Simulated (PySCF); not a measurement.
System: C₄H₅, charge -1, multiplicity 1. It need not be the lowest isomer of its formula. Whether it binds its extra electron was not tested at this geometry. SMILES: [CH-]=C1CC1
Coordinates optimised at B3LYP-D3(BJ)/def2-TZVP (Ansatz):
```
C
C 1 1.3338
H 2 1.1160 1 107.90
C 1 1.4780 2 145.60 3 180.00
H 4 1.0916 1 120.30 2 74.48
H 4 1.0916 5 112.59 1 151.17
C 1 1.4963 2 151.84 3 0.00
H 7 1.0914 1 120.51 2 -75.02
H 7 1.0914 8 112.66 1 -152.20
```
Charge -1, spin multiplicity 1.

Dispersion corrections to the total energy (kcal/mol) from the dftd3 and dftd4 libraries through PySCF: D3(BJ) without and D4 with the three-body term, each with the damping fitted for the functional named.

```csv
functional,D3(BJ),D4
PBE,-3.47,-4.04
PW6B95,-1.57,-3.54
revPBE,___,-14.47
BHLYP,-4.50,___
PBE0,-2.91,-3.35
B3LYP,-5.90,-6.46
TPSSh,___,-4.97
```

Q: Fill in the missing entries.

A: 
- revPBE, D3(BJ): -9.11
- BHLYP, D4: -4.40
- TPSSh, D3(BJ): -3.90
